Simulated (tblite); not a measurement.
Compound: P2H3 (charge -1).
Atom-mapped SMILES: `[PH-:1][PH2:2]` (hydrogens: H3 on P1; H4, H5 on P2)

Computed with GFN2-xTB (tblite), gas phase: L-BFGS steps from a force-field or distance-geometry start until the largest atomic force falls under 0.01 eV/Å.

At the end of the run (lengths in Å): P1–P2 2.087, P1–H3 1.370, P2–H5 1.401, P2–H4 1.400, H4–P2–H5 88.6°, P2–P1–H3 90.4°, P1–P2–H4 101.8°, H4–P2–P1–H3 -135°.

Question: These geometries were met on the way; a selection of coordinates is given. Order them by energy above the end point, lowest first.
A. P1–P2 2.087, P1–H3 1.359, P2–H5 1.395, P2–H4 1.416, H4–P2–H5 94.9°, P2–P1–H3 85.8°, P1–P2–H4 105.0°, H4–P2–P1–H3 -85°
B. P1–P2 2.091, P1–H3 1.403, P2–H5 1.395, P2–H4 1.405, H4–P2–H5 88.8°, P2–P1–H3 90.2°, P1–P2–H4 103.1°, H4–P2–P1–H3 -103°
C. P1–P2 2.197, P1–H3 1.422, P2–H5 1.426, P2–H4 1.418, H4–P2–H5 96.3°, P2–P1–H3 95.3°, P1–P2–H4 98.5°, H4–P2–P1–H3 -50°
D. P1–P2 2.119, P1–H3 1.384, P2–H5 1.385, P2–H4 1.390, H4–P2–H5 88.4°, P2–P1–H3 90.7°, P1–P2–H4 102.4°, H4–P2–P1–H3 -59°
E. P1–P2 2.076, P1–H3 1.403, P2–H5 1.372, P2–H4 1.408, H4–P2–H5 91.3°, P2–P1–H3 87.6°, P1–P2–H4 104.2°, H4–P2–P1–H3 -95°

Answer: B (0.043 eV), E (0.073 eV), A (0.122 eV), D (0.210 eV), C (0.355 eV).

```csv
step,E above end (eV),"rms distance from the end, all atoms (Å)",largest force (eV/Å),rms shift of all bonds from the end (Å)
15,0.043,0.210,0.558,0.017
13,0.073,0.258,0.679,0.023
10,0.122,0.319,0.470,0.010
4,0.210,0.489,0.311,0.020
0,0.355,0.531,0.898,0.063
```

Rows stand in the order of the answer.
